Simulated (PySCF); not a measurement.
**How exact exchange moves a shielding**

Molecule: SMILES F/C=C/CF, C3H4F2.

Geometry:
```json
{"atom": "F1", "x (Å)": "2.047", "y (Å)": "0.219", "z (Å)": "-1.081"}
{"atom": "C2", "x (Å)": "0.948", "y (Å)": "0.485", "z (Å)": "-0.382"}
{"atom": "C3", "x (Å)": "0.087", "y (Å)": "-0.461", "z (Å)": "-0.026"}
{"atom": "C4", "x (Å)": "-1.148", "y (Å)": "-0.174", "z (Å)": "0.756"}
{"atom": "F5", "x (Å)": "-1.262", "y (Å)": "1.162", "z (Å)": "1.039"}
{"atom": "H6", "x (Å)": "0.836", "y (Å)": "1.544", "z (Å)": "-0.137"}
{"atom": "H7", "x (Å)": "0.278", "y (Å)": "-1.500", "z (Å)": "-0.315"}
{"atom": "H8", "x (Å)": "-2.044", "y (Å)": "-0.492", "z (Å)": "0.192"}
{"atom": "H9", "x (Å)": "-1.144", "y (Å)": "-0.735", "z (Å)": "1.708"}
```

GIAO shieldings (ppm, equivalent atoms averaged) in PySCF 2.14 on the PBE0-D3(BJ)/def2-SVP geometry, basis pcSseg-2, gas phase, non-relativistic:

```csv
functional,exact exchange (%),σ(F1),σ(F5),σ(C4)
BLYP,0,285.1,412.1,87.5
BP86,0,285.2,416.5,92.5
PBE,0,283.2,415.1,92.4
PBE0,25,305.8,429.0,100.9
mPW1PW91,25,306.2,428.9,100.3
BHandHLYP,50,327.3,438.0,104.0
HF,100,357.9,455.0,118.1
```

Q: Fit each shielding as a line in the percentage of exact exchange.

A: σ(F1) = 285.9 + 0.75 x (rms 2.3 ppm); σ(F5) = 416.1 + 0.41 x (rms 2.3 ppm); σ(C4) = 91.7 + 0.27 x (rms 2.1 ppm). The functionals also differ in their semilocal parts, which the line can't hold; Hartree–Fock has no correlation at all.

Q: What does the line predict for B3LYP (20 %), and what does the run give?

A: σ(F1): 300.9 predicted, 303.6 computed; σ(F5): 424.3 predicted, 424.2 computed; σ(C4): 97.1 predicted, 94.8 computed ppm.
